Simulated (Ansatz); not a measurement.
Input file for C3H6ClF, SMILES `CC(Cl)CF`:

```yaml
crystal:
  periodic: [false, false, false]
  atoms:
    - {symbol: C, position_ang: [-1.037150, -0.468107, 0.614325]}
    - {symbol: C, position_ang: [0.327945, 0.152187, 0.455530]}
    - {symbol: Cl, position_ang: [1.592408, -0.910154, 1.151629]}
    - {symbol: C, position_ang: [0.716071, 0.388094, -0.988337]}
    - {symbol: F, position_ang: [-0.180401, 1.274188, -1.556107]}
    - {symbol: H, position_ang: [-1.279977, -0.609373, 1.667660]}
    - {symbol: H, position_ang: [-1.080963, -1.437727, 0.113927]}
    - {symbol: H, position_ang: [-1.785901, 0.189790, 0.167172]}
    - {symbol: H, position_ang: [0.395686, 1.092074, 1.005683]}
    - {symbol: H, position_ang: [1.716682, 0.820059, -1.057549]}
    - {symbol: H, position_ang: [0.680999, -0.548031, -1.553333]}
basis:
  gaussian: {orbitals: def2-SVP}
correlation: {method: ccsd_t}
```

```sh
$ ansatz run in.yaml --threads 4 --pin off --events-out ev --progress --plain
```

Output of Ansatz, abridged:

```
Functional definition: HF
1035 factors; integrals over basis functions are off by at most 1.5e-3 eV
mean field evaluation 1: about -18385.1059 eV, gradient 2.8e1 eV
mean field evaluation 2: about -18385.2307 eV, gradient 2.8e1 eV
mean field evaluation 4: about -18387.3450 eV, gradient 3.7e0 eV
mean field evaluation 8: about -18387.3804 eV, gradient 1.6e-1 eV
mean field -18387.38049805 eV, -675.7237698891 hartree, gradient 2.4e-6 eV, S^2 0.000000; 0 other end points of the search recorded, 0 dependent functions left out
9 core orbitals not correlated: weight in the atoms' cores, before any rotation towards them, 1.000 or more for the frozen orbitals, at most 0.000 for the correlated occupied ones
reference -18387.38049805 eV, -675.7237698891 hartree; 16, 16 occupied and 79, 79 virtual orbitals, 1035 factors
second order -20.24003312 eV of doubles, -0.00000000 eV of singles
cycle   1  -21.09378661 eV  change   -8.5e-1 eV  update   8.9e-2
cycle   2  -21.56236940 eV  change   -4.7e-1 eV  update   2.5e-2
cycle   3  -21.66584834 eV  change   -1.0e-1 eV  update   1.2e-2
cycle   4  -21.66587557 eV  change   -2.7e-5 eV  update   2.4e-3
cycle   5  -21.66585675 eV  change    1.9e-5 eV  update   9.0e-4
cycle   6  -21.66614058 eV  change   -2.8e-4 eV  update   2.5e-4
cycle   7  -21.66607343 eV  change    6.7e-5 eV  update   8.0e-5
cycle   8  -21.66604703 eV  change    2.6e-5 eV  update   2.6e-5
perturbative correction -0.53995044 eV, -0.0198428125 hartree
Total energy: -18409.58649551 eV, -676.5398252440 hartree
```

Run time 8 s (4 threads of a server CPU on a shared host); peak host memory 0.49 GiB.

MP2 recovers 91.1 % of the CCSD(T) correlation energy and the triples give 2.4 %; T1 = 0.0088.
